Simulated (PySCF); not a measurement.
CF⁺: frontier orbitals

PBE0 at R = 1.155 Å; C def2-TZVPPD, F def2-TZVPPD; no relativity (PySCF 2.14). State: ¹Σ⁺ (singlet), closed shell. Only the outer orbitals are listed, counted within each symmetry.

| orbital | occ. | ε (eV) | on C (%) | main shells (%) |
| --- | --- | --- | --- | --- |
| 3σ | 2 | -50.44 | 18 | 76 F s, 9 C s, 8 C p |
| 4σ | 2 | -31.21 | 21 | 60 F p, 18 F s, 18 C s |
| 1π | 2 | -27.44 | 15 | 84 F p, 13 C p |
| 1π | 2 | -27.44 | 15 | 84 F p, 13 C p |
| 5σ | 2 | -21.94 | 94 | 67 C s, 27 C p |
| 2π | 0 | -12.51 | 88 | 88 C p, 11 F p |
| 2π | 0 | -12.51 | 88 | 88 C p, 11 F p |

Question: Which are the highest filled and the lowest empty level, where do they sit, and how wide is the gap?

Answer: Highest filled 5σ at -21.94 eV (in %: 67 C s, 27 C p); lowest empty 2π at -12.51 eV (in %: 88 C p, 11 F p); the gap at PBE0 is 9.43 eV.

The bond order (Mayer) is 1.79. The ⟨S²⟩ is 0.000. The charge on C (Mulliken, basis-dependent) is 0.71, the charge on C (Löwdin, basis-dependent) is 0.59 and the dipole moment (positive dipole points towards F; it is taken about the centre of mass and depends on that origin) is -1.02 D. The polarisability along the bond is 9.2 bohr³ and the polarisability across the bond is 7.9 bohr³.
